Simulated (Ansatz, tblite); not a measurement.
# The cluster Si₂S+: rung by rung

The task here is to estimate one member of a computed series from the others.

Computed with Ansatz 0.2.0, Gaussian basis. Level: as each input shows.

Plan: GFN1-xTB, GFN2-xTB, PBE-D4/def2-TZVP, r2SCAN-D4/def2-TZVP, BLYP-D4/def2-TZVP, BHLYP-D4/def2-TZVP, r2SCAN0-D4/def2-TZVP, HSE06-D4/def2-TZVP, CAM-B3LYP-D4/def2-TZVP, LC-ωPBE(0.10)/def2-TZVP, LC-ωPBE(0.15)/def2-TZVP, LC-ωPBE(0.20)/def2-TZVP, LC-ωPBE(0.30)/def2-TZVP, PBE-D4/def2-SVP, PBE0-D4/def2-SVP, HF/STO-3G, HF/6-31G, B3LYP-D4/6-31G, CCSD(T)/def2-TZVPP, MP2/def2-TZVP, RPA/def2-TZVP.

**The geometry**

The doublet was relaxed beforehand with PBE-D4/def2-TZVP. At that level it is the lowest of the isomers that a small search found.

3 atoms, charge 1, spin multiplicity 2.

Bond lengths: Si1–Si2 2.564 Å, Si1–S3 2.145 Å, Si2–S3 2.145 Å. Angles: Si2–Si1–S3 53.3°, Si1–Si2–S3 53.3°, Si1–S3–Si2 73.4°.

The ion is computed in the gas phase, without counter-ions or solvent.

PBE0-D4/def2-TZVP was run before; its log isn't repeated, and its numbers join the tables.

Set-up of the first run:

Tight binding, by tblite at 300 K electronic temperature and without a spin-polarisation term:

```python
tblite.interface.Calculator('GFN1-xTB', numbers, positions, charge=1, uhf=1).singlepoint()
```

Tight binding, by tblite at 300 K electronic temperature and without a spin-polarisation term:

```python
tblite.interface.Calculator('GFN2-xTB', numbers, positions, charge=1, uhf=1).singlepoint()
```

start.molden holds the orbitals of an earlier run on this state, given as this run's starting guess.

in.yaml reads:

```yaml
crystal:
  periodic: [false, false, false]
  atoms:
    - {symbol: Si, position_ang: [0.755670, 1.026144, -0.589691]}
    - {symbol: Si, position_ang: [-1.360255, -0.334744, -0.096928]}
    - {symbol: S, position_ang: [0.604585, -0.691400, 0.686620]}
basis:
  gaussian: {orbitals: def2-TZVP, initial_orbitals: start.molden}
total_charge: 1
magnetization: {spin_polarized: true, initial_magnetization: 1}
hamiltonian: {xc: pbe, dispersion: d4}
scf: {omitted_lower_state_checks: [starts]}
output: {orbitals: {seedname: orbitals}}
```

Launch:

```console
> ansatz run in.yaml --threads 4 --pin off --events-out ev --progress --plain --max-ram 3916MiB
```

Among the steps run: PBE-D4/def2-TZVP; r2SCAN-D4/def2-TZVP; BLYP-D4/def2-TZVP; BHLYP-D4/def2-TZVP; r2SCAN0-D4/def2-TZVP; HSE06-D4/def2-TZVP; CAM-B3LYP-D4/def2-TZVP; LC-ωPBE(0.10)/def2-TZVP; LC-ωPBE(0.15)/def2-TZVP; LC-ωPBE(0.20)/def2-TZVP; LC-ωPBE(0.30)/def2-TZVP; PBE-D4/def2-SVP; PBE0-D4/def2-SVP; HF/STO-3G; HF/6-31G; B3LYP-D4/6-31G; CCSD(T)/def2-TZVPP; MP2/def2-TZVP; RPA/def2-TZVP.

One table of the session follows, with a row left open; its other results are not shown here.

It belongs to the step «Levels side by side». 

```
                  level  HOMO (eV)  LUMO (eV)  gap (eV)
              HF/STO-3G     -11.86      -2.54      9.33
               HF/6-31G     -14.95      -6.62      8.33
        PBE-D4/def2-SVP     -11.74     -10.68      1.06
       PBE-D4/def2-TZVP     -11.62     -10.51      1.11
      BLYP-D4/def2-TZVP     -11.33     -10.37      0.96
    r2SCAN-D4/def2-TZVP     -11.96     -10.21      1.75
         B3LYP-D4/6-31G     -12.58     -10.30      2.28
       PBE0-D4/def2-SVP     -12.71      -9.87      2.84
      PBE0-D4/def2-TZVP     -12.59      -9.66      2.93
   r2SCAN0-D4/def2-TZVP     -12.82      -9.41      3.41
     HSE06-D4/def2-TZVP     -12.21     -10.04      2.17
     BHLYP-D4/def2-TZVP     -13.28      -8.71      4.58
 CAM-B3LYP-D4/def2-TZVP     -13.61      -8.57      5.03
LC-ωPBE(0.10)/def2-TZVP     -13.05      -9.11      3.94
LC-ωPBE(0.15)/def2-TZVP          ?          ?         ?
LC-ωPBE(0.20)/def2-TZVP     -14.03      -8.19      5.84
LC-ωPBE(0.30)/def2-TZVP     -14.64      -7.70      6.94
```

Estimate the missing values for LC-ωPBE(0.15)/def2-TZVP.

**Answer.** HOMO (eV): -13.60; LUMO (eV): -8.59; gap (eV): 5.01. In the column «HOMO (eV)» it lies between CAM-B3LYP-D4/def2-TZVP (-13.61) and BHLYP-D4/def2-TZVP (-13.28).
